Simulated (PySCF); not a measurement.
# Structure elucidation problem

An unknown has the formula C4H4O. Its calculated NMR data are:

$^{1}$H NMR (600 MHz, computed): δ 2.76 (s, 1H), 2.32 (s, 3H).

$^{13}$C{$^{1}$H} NMR (computed): δ 190.8 (C), 85.0 (C), 82.7 (CH), 35.5 (CH3).

- PBE0-D3(BJ)/def2-TZVP geometry
- NMR shieldings at B97-2/pcSseg-2/GIAO
- program: PySCF 2.14.0 with density-fitted response routines
- non-relativistic Hamiltonian, isolated molecule, rapidly exchanging positions averaged, a single conformation

Chemical shifts δ = σref − σ; $^{1}$H and $^{13}$C against TMS, all at this level.

**Question.** What is the structure?

**Answer.** 
1. Rings plus π bonds: 3 (no ring in the answer).
2. 4 carbon signals for 4 carbons: no two carbons are equivalent.
3. Carbon types of the structure: 2 × C, 1 × CH, 1 × CH3, which accounts for all hydrogens.
4. δC 190.8: carbonyl carbon of an ynone.
5. δC 85.0: alkyne carbon; the triple bond shields along its axis, which puts it between sp3 and sp2 carbons.
6. δC 82.7: terminal alkyne carbon; sp carbons lie upfield of alkene carbons because the cylindrical π system leaves one tensor component strongly shielded.
7. δC 35.5: methyl carbon α to a carbonyl; the adjacent C=O deshields it moderately.
8. δH 2.76: hydrogen on a terminal alkyne carbon; it lies on the axis of the triple bond, in its shielding cone.
9. δH 2.32: hydrogen on a methyl carbon α to a carbonyl; α to C=O.

Structure: SMILES C#CC(C)=O.

The data come from this structure; uniqueness wasn't tested.

Shifts are as computed. Against solution values, carbons near 30 ppm lie about +3 ppm off and those near 130 ppm about +7 ppm. Of 1211 compounds with measured shifts, 218 miss one by over three times the rms of a fit or turn the order of signals round; such compounds aren't used in these exercises. Multiplicities follow the n + 1 count of equivalent neighbours, as no J values were calculated; m marks all less simple cases, F and P coupling included.
